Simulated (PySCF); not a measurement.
# Name the molecule from its bond curve

A diatomic of charge 0 contains S. Its doublet curve at r²SCAN in a double-zeta basis (no relativity, PySCF), in eV from the separated fragments:

| R (Å) | E (eV) |
| --- | --- |
| 1.165 | -3.158 |
| 1.220 | -3.515 |
| 1.274 | -3.720 |
| 1.314 | -3.796 |
| 1.355 | -3.819 |
| 1.396 | -3.798 |
| 1.450 | -3.718 |
| 1.518 | -3.553 |
| 1.599 | -3.293 |
| 1.707 | -2.885 |

The fit gives ωe = 2698 cm⁻¹ and the rotational constant Bₑ = 9.402 cm⁻¹.

Which atom is the partner?

The minimum lies at 1.355 Å, so the reduced mass is 16.8576 u Å² cm⁻¹/(Bₑ·Re²) = 0.9766 u. With S at 31.97 u the partner weighs about 1.0 u: H. The molecule is SH.

The state is the lowest determinant that a PBE0 search found; another state may lie lower at other levels.
